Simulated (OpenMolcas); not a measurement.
**One shape, several levels: AlHCl2 (SMILES [Cl][AlH][Cl])**

We compute a comparison of 6 runs (HF/STO-3G, UHF/STO-3G, M06-2X/STO-3G, PBE0/STO-3G, UB3LYP/STO-3G, CISD/STO-3G) of AlHCl2. 

The results are computed with OpenMolcas 26.06.

2 further runs of the same task are left out: 1 for a known fault of the program, 1 set aside as unsound or not needed.

## (1) Starting point

AlHCl2: 4 atoms, total charge 0, spin state singlet. SMILES: `[Cl][AlH][Cl]`. The Al2–H4 distance was set to 2.282 Å, away from the relaxed value. At this shape a bond of the SMILES string is far longer than usual.

Bond lengths: Cl1–Al2 2.023 Å, Al2–Cl3 2.023 Å. Angles: Cl1–Al2–Cl3 124.1°.

## (2) A single-point energy at HF/STO-3G (run 1)

calc.inp

```
&GATEWAY
  BASLIB=$CurrDir
  COORD
  4
  angstrom
  Cl      -1.839526       0.261322       1.532778
  Al      -0.529706      -0.383478       0.132418
  Cl      -0.725056      -2.117448      -0.891262
  H        1.282300       0.928070      -0.320760
  BASIS=STO-3G
  GROUP=NoSym

&SEWARD

&SCF
  THRESHOLDS=1e-10 1e-07 1e-07 1e-05
  PRORBITALS=1 1
```

The basis set STO-3G is read from a file made from the Basis Set Exchange's data (not shown).

Launch:

```sh
$ export MOLCAS_MEM=1860
$ pymolcas calc.inp > calc.log
```

Log:

```text
--- Start Module: gateway ---
[...]
--- Stop Module: gateway /rc=_RC_ALL_IS_WELL_ ---
--- Start Module: seward ---
[...]
      Basis functions           28
--- Stop Module: seward /rc=_RC_ALL_IS_WELL_ ---
--- Start Module: scf ---
[...]
       Convergence after  10 Iterations
[...]
::    Total SCF energy                              -1148.7856897387
[...]
      Total spin, S                                     0.0000000000
[...]
      Total electronic charge=   48.000000
      Total            charge=   -0.000000
[...]
      Dipole Moment (debye):
      Origin of the operator (angstrom)=   -1.0485   -0.7589    0.2623
                   X=  1.0017E+00               Y=  7.2442E-01               Z= -2.5107E-01           Total=  1.2615E+00
      Quadrupole Moment (debye*angstrom):
[...]
--- Stop Module: scf /rc=_RC_ALL_IS_WELL_ ---
[...]
```

Wall time 1.6 s (1 thread of Arm Neoverse V1, shared host); peak memory 0.37 GiB.

## (3) The energy at UHF/STO-3G (run 2)

calc.input

```
* AlCl2H Hartree-Fock

&GATEWAY
 BASLIB
 $CurrDir
 COORD
 4
 angstrom
 Cl      -1.839526       0.261322       1.532778
 Al      -0.529706      -0.383478       0.132418
 Cl      -0.725056      -2.117448      -0.891262
 H        1.282300       0.928070      -0.320760
 BASIS
 STO-3G
 GROUP
 NoSym

&SEWARD

&SCF
 UHF
 THRESHOLDS
 1e-10 1e-07 1e-07 1e-05
 SCRAMBLE
 0.25
 PRORBITALS
 1 1
```

The basis set STO-3G is read from a file made from the Basis Set Exchange's data (not shown).

Launch:

```sh
$ export MOLCAS_MEM=1860
$ pymolcas calc.input > calc.log
```

Log:

```text
--- Start Module: gateway ---
[...]
--- Stop Module: gateway /rc=_RC_ALL_IS_WELL_ ---
--- Start Module: seward ---
[...]
      Basis functions           28
--- Stop Module: seward /rc=_RC_ALL_IS_WELL_ ---
--- Start Module: scf ---
[...]
       Convergence after  24 Iterations
[...]
::    Total SCF energy                              -1148.8067739136
[...]
      Total spin, S                                     0.4114556286
[...]
      Total electronic charge=   48.000000
      Total            charge=   -0.000000
[...]
      Dipole Moment (debye):
      Origin of the operator (angstrom)=   -1.0485   -0.7589    0.2623
                   X=  1.8747E+00               Y=  1.3565E+00               Z= -4.6930E-01           Total=  2.3611E+00
      Quadrupole Moment (debye*angstrom):
[...]
--- Stop Module: scf /rc=_RC_ALL_IS_WELL_ ---
[...]
```

Wall time 2 s (1 thread of Arm Neoverse V1, shared host); peak memory 0.37 GiB.

Runs 3 to 5 aren't shown in full; the table further down has their settings and results.

## (4) The energy at CISD/STO-3G (run 6)

calc.inp

```
&GATEWAY
 BasLib=$CurrDir
 Coord
 4
 angstrom
 Cl      -1.839526       0.261322       1.532778
 Al      -0.529706      -0.383478       0.132418
 Cl      -0.725056      -2.117448      -0.891262
 H        1.282300       0.928070      -0.320760
 Basis=STO-3G
 Group=NoSym

&SEWARD

&SCF
 Thresholds=1e-10 1e-07 1e-07 1e-05
 PrOrbitals=1 1

&MOTRA
 Frozen=15

&GUGA
 Electrons=18
 Spin=1
 Inactive=9
 Active=0
 CIAll=1

&CPF
 SDCI
```

The basis set STO-3G is read from a file made from the Basis Set Exchange's data (not shown).

Launch:

```sh
$ export MOLCAS_MEM=1860
$ pymolcas calc.inp > calc.log
```

Log:

```text
--- Start Module: gateway ---
[...]
--- Stop Module: gateway /rc=_RC_ALL_IS_WELL_ ---
[...]
      Basis functions           28
[...]
       Convergence after  10 Iterations
[...]
::    Total SCF energy                              -1148.7856897387
[...]
      Total spin, S                                     0.0000000000
[...]
      *** WARNING: Default frozen orbitals is overwritten by user input.
      *** Default values:  12
[...]
--- Start Module: guga ---
[...]
--- Stop Module: guga /rc=_RC_ALL_IS_WELL_ ---
--- Start Module: cpf ---
[...]
      Active orbitals                            0       0
[...]
      Spin quantum number                      0.0
[...]
     FINAL CI ENERGY         -1148.86552128
     FINAL CORRELATION ENERGY   -0.07983154  REFERENCE ENERGY   -1148.78568974
[...]
     REL. CI ENERGY          -1148.86552128
[...]
      Total electronic charge=   48.000000
      Total            charge=    0.000000
[...]
      Dipole Moment (debye):
      Origin of the operator (angstrom)=   -1.0485   -0.7589    0.2623
                   X=  1.4371E+00               Y=  1.0397E+00               Z= -3.5985E-01           Total=  1.8099E+00
      Quadrupole Moment (debye*angstrom):
[...]
--- Stop Module: cpf /rc=_RC_ALL_IS_WELL_ ---
[...]
```

Run time: 1.8 s. Hardware: 1 thread of Arm Neoverse V1, shared host; peak memory 0.37 GiB.

## (5) The series

```csv
run,level,scramble,integration grid,energy (Eh),dipole moment (D) of the reference,HOMO energy (eV),LUMO energy (eV),wall time
1,HF/STO-3G,–,–,-1148.785690,1.26,-7.72,4.82,1.6 s
2,UHF/STO-3G,0.25,–,-1148.806774,2.36,-7.13,5.28,2 s
3,M06-2X/STO-3G,–,UltraFine,-1150.569495,1.27,-6.39,1.94,4.5 s
4,PBE0/STO-3G,–,UltraFine,-1150.145407,1.20,-5.35,1.08,3.6 s
5,UB3LYP/STO-3G,0.25,UltraFine,-1150.520714,1.07,-5.17,0.81,6.9 s
6,CISD/STO-3G,–,–,-1148.865521,1.26,-7.72,4.82,1.8 s
```

## (6) Results

| quantity | value |
| --- | --- |
| run 6: total energy | -1148.86552 Eh |
| run 6: dipole moment (mean-field density) | 1.26 D |
| run 6: HOMO energy (Hartree–Fock orbitals) | -7.72 eV |
| run 6: LUMO energy (Hartree–Fock orbitals) | 4.82 eV |
| run 6: HOMO–LUMO gap (Hartree–Fock orbitals) | 12.54 eV |
| run 6: correlation energy (15 core orbitals frozen) | -79.8 mEh |

Over runs 1, 2, 3, 4, 5 the dipole moment (its size) runs from 1.07 D (UB3LYP/STO-3G) to 2.36 D (UHF/STO-3G). Over runs 1, 2, 3, 4, 5 the HOMO–LUMO gap runs from 5.98 eV (UB3LYP/STO-3G) to 12.54 eV (HF/STO-3G). Totals of different functionals can't be ranked against each other. In runs 1, 2, 3, 4, 5, 6 the basis is minimal, so the values are rough. Spin contamination of the reference: run 2 ⟨S²⟩ = 0.58. All runs together took 20 s, the longest 6.9 s.
